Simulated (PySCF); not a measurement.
## Chlorine: a sound run and one with changed settings

Sound run: Cl [Ne] 3s2 3p5, Cl⁺ [Ne] 3s2 3p4. All numbers are calculated (PySCF 2.14, no relativity, point nucleus, in cc-pV(T+d)Z). In the sound run the correlated levels freeze [Ne]. The sound run starts from symmetry-adapted Hartree-Fock orbitals and uses a fine grid where one is needed.

Changed run: initial guess 1e, at most 50 SCF cycles.

```tsv
species	method	sound run (hartree)	changed run (hartree)	converged
Cl	UHF	-459.48556	-459.48556	yes
Cl	MN15	-460.04989	-460.04989	yes
Cl	CCSD(T)	-459.67356	-459.67356	yes
Cl⁺	M06-L	-459.67339	-459.67339	yes
Cl⁺	MP2	-459.17687	-459.17687	yes
```

Here the plain start reaches the same solutions.
